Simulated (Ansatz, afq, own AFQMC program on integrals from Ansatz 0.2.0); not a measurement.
AFQMC on a folder of integrals that Ansatz 0.2.0 wrote.

```yaml
crystal:
  periodic: [false, false, false]
  atoms:
    - {symbol: Si, position_ang: [0.000000, 0.000000, 0.595671]}
    - {symbol: C, position_ang: [0.000000, 0.000000, -1.106259]}
    - {symbol: H, position_ang: [0.000000, -0.909276, -1.707827]}
    - {symbol: H, position_ang: [0.000000, 0.909276, -1.707827]}
basis:
  gaussian: {orbitals: cc-pVDZ}
magnetization: {spin_polarized: true, initial_magnetization: 0}
correlation: {method: ccsd_t, electrons: outside_noble_gas, hamiltonian_folder: ham}
```

```sh
$ ansatz run in.yaml --threads 1 --pin off --events-out ev --progress --plain --max-ram 1382MiB
```

Options of the walk:

```
--method free --trial cisd --walkers 50 --time-step 0.05 --max-blocks 120 --target-error 0.00076 --factor-cut 1e-05 --seed 4658 --times 0,0.05,0.1,0.15 --taylor-order 6
```

Times are imaginary, in 1/Eh. The walk had a cap of 90 s.

```
orbitals 36  electrons 5 5  factors 279 of 404
reference energy -327.87615448 Eh
CCSD correlation -0.24495678 Eh in 10 cycles, weight of the determinant in the CISD state 0.8613
repeat  energy at the last time / Eh  error
    10  -328.125149  0.000777
    20  -328.124632  0.000513
    30  -328.124743  0.000417
time / (1/Eh)  energy / Eh  error  mean overlap
  0.00  -328.121117  0.000345  1.1607
  0.05  -328.122530  0.000431  1.1608
  0.10  -328.123743  0.000460  1.1608
  0.15  -328.124735  0.000403  1.1627
energy -328.124735 +/- 0.000403 Eh
```

The run passed its tests (error under three times the target), which doesn't prove that it has relaxed.

Against this walk (error 11.0 meV) on the same determinant: CCSD(T) 161.5 meV lower, CCSDT(Q) 209.0 meV lower. The error is statistical, and a free projection of finite length keeps a remainder of its start.

A setting was made bad on purpose (projection too short), so the walk's energy isn't to be trusted.

Cautions: remainder of the start not in the error; an unrestricted solution with more broken spin lies lower (43 meV, ⟨S²⟩ 0.25), while this determinant keeps restricted orbitals; the time-step error isn't removed.

CCSDT and higher add their correlation energy to the determinant of the CCSD(T) run, since their own runs factorise the integrals more tightly (a shift of under 2 meV). A walk keeps the symmetry of its determinant, which the program's search chose and which needn't be the lowest solution, so a lower state of the same spin and another symmetry isn't excluded.
